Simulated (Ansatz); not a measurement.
**BH (triplet): from Hartree-Fock to the top rungs, cc-pVQZ**

How much of the correlation energy of BH (triplet) does each wave-function method recover here?

Program: Ansatz 0.2.0, Gaussian basis. Level of theory: cc-pVQZ, core rule «outside noble gas», up to 1 orbitals frozen. These are calculated values, not measurements.

To be run: UHF; CCSD(T) on ROHF; CCSD(T) on UHF; BCCD(T) on ROHF; CCSDT(Q) on ROHF; CCSDT(Q) on UHF; CASSCF and MRCISD+Q, 4 electrons in 5 orbitals; CASSCF and NEVPT2, 4 electrons in 5 orbitals; Full CI.

22 further runs of the same task are left out: 4 for a known fault of the program, 3 that didn't finish, 15 set aside as unsound or not needed.

## Step 1: The system

The geometry is a PBE0/def2-TZVP stationary point (not a proven minimum).

2 atoms, charge 0, spin multiplicity 3.

Atoms are counted from 1 here; the program's logs count them from 0.

Bond lengths: B1–H2 1.194 Å.

Coordinates:

```xyz
2

B     0.0000    0.0000    0.0000
H     0.0000    0.0000    1.1940
```

## Step 2: UHF

in.yaml reads:

```yaml
crystal:
  periodic: [false, false, false]
  atoms:
    - {symbol: B, position_ang: [0.000000, 0.000000, 0.000000]}
    - {symbol: H, position_ang: [0.000000, 0.000000, 1.194000]}
basis:
  gaussian: {orbitals: cc-pVQZ}
magnetization: {spin_polarized: true, initial_magnetization: 2}
hamiltonian: {xc: hf}
output: {orbitals: {seedname: orbitals}}
```

The run is started by

```
ansatz run in.yaml --threads 1 --pin off --events-out ev --progress --plain --max-ram 2393MiB
```

The runs that follow: CCSD(T) on ROHF; CCSD(T) on UHF; BCCD(T) on ROHF; CCSDT(Q) on ROHF; CCSDT(Q) on UHF; CASSCF and MRCISD+Q, 4 electrons in 5 orbitals; CASSCF and NEVPT2, 4 electrons in 5 orbitals; Full CI.

**Question.** What will the summary of the whole plan be? Wanted: FCI below the RHF energy; RMP2 from FCI; UMP2 from FCI; RCCSD from FCI; RCCSD(T) from FCI; UCCSD(T) from FCI; RCCSDT(Q) from FCI; UCCSDT(Q) from FCI; NEVPT2 valence from FCI.

As calculated:

```
                         quantity                                                                                value
         FCI below the RHF energy                                                                           -1.9088 eV
                    RMP2 from FCI                                                                       +9.55 kcal/mol
                    UMP2 from FCI                                                                       +9.48 kcal/mol
                   RCCSD from FCI                                                                       +1.25 kcal/mol
                RCCSD(T) from FCI                                                                       +0.27 kcal/mol
                UCCSD(T) from FCI                                                                       +0.25 kcal/mol
               RCCSDT(Q) from FCI                                                                        0.00 kcal/mol
               UCCSDT(Q) from FCI                                                                       -0.02 kcal/mol
          NEVPT2 valence from FCI                                                                       +8.56 kcal/mol
        MRCISD+Q valence from FCI                                                                       +0.80 kcal/mol
levels within 1 kcal/mol (43 meV)  RCCSD(T), UCCSD(T), BCCD(T), RCCSDT, UCCSDT, RCCSDT(Q), UCCSDT(Q), MRCISD+Q valence
                    T1 diagnostic                                                                                0.023
   effectively unpaired electrons                                                                                 2.01
```

What this shows: RCCSD(T) misses by +0.27 kcal/mol, 0.6 % of the correlation energy. One determinant dominates. Of the multireference levels listed MRCISD+Q valence comes nearest in total energy (+0.80 kcal/mol), which doesn't show that its space is the better one. These misses are within one basis, not against nature; the frozen cores of restricted and unrestricted runs differ, which can shift their rows.
